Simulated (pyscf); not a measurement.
`[F][Ga]` [singlet] + `[NH3]` → `[NH]=[Ga][F]` + `[H][H]`, a concerted two-bond exchange (singlet surface; H–N, H–N broken, Ga–N, H–H formed). PySCF, gas phase, ωB97X-D3(BJ)/def2-SVP geometries. Energies in kcal/mol from the separated reactants.

Small-basis levels: PySCF, no dispersion term, spherical d functions. 

**Question.** Quick BP86/6-31G*+LANL2DZ single points give ΔE‡ = 71.8 kcal/mol and ΔE = +53.7 kcal/mol. What does ωB97M-D3(BJ)/def2-TZVP give, and how far is the quick result from it?

**Answer.** ωB97M-D3(BJ)/def2-TZVP gives ΔE‡ = 97.3 kcal/mol and ΔE = +68.6 kcal/mol. BP86/6-31G*+LANL2DZ lies 25.5 kcal/mol under it in the barrier and 14.9 kcal/mol under it in the reaction energy, so on this step it does not hold to within 3.0 kcal/mol. ωB97M-D3(BJ)/def2-TZVP has limits of its own. On the reactant side the descent ends in a bound adduct, 11.8 kcal/mol under the separated species and 108.1 kcal/mol under the saddle at ωB97X-D3(BJ)/def2-TZVP. The same reactants have a lower exit, to H₂N–GaH–F (barrier +57.8 kcal/mol at ωB97M-D3(BJ)/def2-TZVP, against +97.3 kcal/mol here). This is the saddle that the search found; another between the same sides may lie lower. A restricted solution here is unstable towards spin polarisation, so biradical character is likely and single-reference numbers are less safe. In the def2 sets elements up to Kr have no core potential.
